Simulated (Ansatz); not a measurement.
Active spaces for C2H2, singlet

Computed with Ansatz's Gaussian-basis code (development build); CASPT2, NEVPT3, NEVPT4(SD) by development code. Basis cc-pVDZ, nonrelativistic, 2 orbitals frozen in the corrections. State-specific CASSCF; RHF is the lowest restricted (open-shell) Hartree–Fock solution met. On stretched bonds single-reference methods can fail or change state. Solutions may break the symmetry of the shape. Lower solutions, or ones in other orbitals, may exist.

Geometry:

```
atom   x (Å)    y (Å)    z (Å)
   C  0.0000   0.1436  -0.5909
   C  0.0000  -0.1436   0.5909
   H  0.0000   0.3293   1.5461
   H  0.0000  -0.3293  -1.5461
```

(1) What do CASSCF and its corrections give against RHF in CAS(4,4), and what are the occupations?

(2) How do single-reference totals in the same basis and frozen core stand against SC-NEVPT2 in CAS(4,4)?

Results:

(1) CASSCF -2.228 eV, SC-NEVPT2 -7.213 eV, FIC-NEVPT2 -7.218 eV, NEVPT3 -7.795 eV, NEVPT4(SD) -7.982 eV, CASPT2 (IPEA 0) -7.309 eV; occupations 1.93, 1.90, 0.10, 0.07. The MRCI reference weight is 0.930.

(2) CCSD(T) -0.799 eV. Coupled cluster stands on the determinant that it favours, which can lie over the RHF solution above, and is in doubt where the occupations are far from 0, 1 and 2.
